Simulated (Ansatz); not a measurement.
## How far each method lies from full CI for NH, quintet

Geometry: that of the NH⁻, quartet, kept fixed. The triplet lies 8.1 eV lower here.

```yaml
atoms:
  - { symbol: N, position_ang: [0.0000, 0.0000, 0.0000] }
  - { symbol: H, position_ang: [0.0000, 0.0000, 1.0736] }
```

Basis aug-cc-pVDZ; Ansatz 0.2.0. Correlated methods freeze the noble-gas cores, which leaves 6 electrons in 31 orbitals. Prefix R: restricted or restricted open-shell reference; prefix U: unrestricted. Active spaces: valence = (6e, 5o) chosen from the atoms' valence shells.

Full CI is exact within this basis and frozen core; it isn't the basis-set limit. The frozen core follows each run's orbitals, which can shift R against U totals by a few meV.

For open shells CISD and CISDTQ are restricted-active-space CI with the open shells as a complete middle space.

The UHF ⟨S²⟩ is 6.004 and the T1 diagnostic (RCCSD) is 0.0229. The largest doubles amplitude (RCCSD) is 0.035. The T1 diagnostic (UCCSD) is 0.0203.

| level | E − E(full CI) (mEh) | share of correlation (%) | wall time |
| --- | --- | --- | --- |
| RHF | 104.07 | 0.00 | – |
| UHF | 101.08 | 2.87 | – |
| RMP2 | 21.13 | 79.69 | – |
| UMP2 | 20.87 | 79.95 | – |
| CISD | 2.67 | 97.43 | 0.72 s |
| RCCSD | 2.43 | 97.66 | – |
| UCCSD | 2.34 | 97.75 | – |
| RCCSD(T) | 0.44 | 99.57 | 0.84 s |
| UCCSD(T) | 0.38 | 99.63 | 0.87 s |
| BCCD(T) | 0.43 | 99.59 | 0.6 s |
| RCCSDT | 0.02 | 99.98 | – |
| UCCSDT | -0.04 | 100.04 | – |
| CISDTQ | 0.01 | 99.99 | 4.7 s (H100) |
| RCCSDT(Q) | -0.03 | 100.02 | 2.3 s |
| UCCSDT(Q) | -0.09 | 100.08 | 2.1 s |
| RCCSDTQ | -0.04 | 100.03 | 9 s (H100) |
| UCCSDTQ | -0.10 | 100.09 | 6.5 s (H100) |
| CASSCF (valence space) | 104.07 | 0.00 | – |
| NEVPT2 (valence space) | 24.49 | 76.47 | 0.21 s |
| MRCISD (valence space) | 4.74 | 95.45 | – |
| MRCISD+Q (valence space) | 0.58 | 99.45 | 0.45 s |

The correlation energy at full CI, counted from RHF, is -2.832 eV. That run took 72 s on 1 thread of AMD EPYC 7R13, shared host over 1,322,328 determinants.

Times hold each run's SCF and search for its determinant on a shared host, so for small cases they say little of a method's own cost; rows without a card ran on 1 thread of AMD EPYC 7R13.

The full-CI state has the irrep A2 of C2v, in the program's axes (one component, if the state is degenerate).

Natural occupations of full CI about the gap: 1.961 0.998 0.993 0.993 0.989 0.016 0.007 0.007 0.007 0.006; effectively unpaired electrons, Σ n²(2−n)², 4.01.
